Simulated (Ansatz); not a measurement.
# CO3: the cost of one run

Computed with Ansatz 0.2.0 (the levels named in each step, unless a step's input says otherwise).

**1. The system as given**

Bond lengths: O1–C2 1.292 Å, C2–O3 1.292 Å, C2–O4 1.292 Å. Angles: O1–C2–O3 120.0°, O1–C2–O4 120.0°, O3–C2–O4 120.0°.

As a file:

```xyz
4

O    -0.1739    1.2629   -0.2087
C     0.0000    0.0000    0.0001
O     1.0842   -0.5774   -0.3997
O    -0.9104   -0.6855    0.6083
```

**2. A rough first relaxation, PBE-D4/def2-SVPD**

This run stands in another session on the same molecule. It ended at:

```xyz
4

O    -0.1772    1.2870   -0.2126
C     0.0000    0.0000    0.0000
O     1.1049   -0.5884   -0.4073
O    -0.9277   -0.6986    0.6199
```

**3. Relaxation, PBE0-D4/def2-TZVPPD**

This run stands in another session on the same molecule. It ended at:

```xyz
4

O    -0.1749    1.2702   -0.2098
C     0.0000    0.0000    0.0000
O     1.0904   -0.5807   -0.4020
O    -0.9156   -0.6894    0.6118
```

**4. Frequencies, PBE0-D4/def2-TZVPPD**

The input, input.yaml:

```yaml
crystal:
  periodic: [false, false, false]
  atoms:
    - { symbol: O, position_ang: [-0.17487337, 1.27015023, -0.20983791] }
    - { symbol: C, position_ang: [-6.52e-06, -4.11e-06, 5.98e-06] }
    - { symbol: O, position_ang: [1.0904471, -0.58073499, -0.40196297] }
    - { symbol: O, position_ang: [-0.91558721, -0.68943114, 0.61181489] }
total_charge: -2
basis:
  gaussian: { orbitals: def2-TZVPPD.json }
hamiltonian:
  xc: pbe0
  dispersion: d4
phonons: {}
```

Started as:

```bash
$ ansatz run input.yaml --threads 2 --pin off --max-ram 5120MiB --backend cpu --events-out ev --progress --plain --runs-dir out
```

What time and memory should one allow on 2 threads of Intel Xeon at 2.50GHz (Skylake/Cascade Lake), shared host?

About 55 s, with a peak of 0.27 GiB.
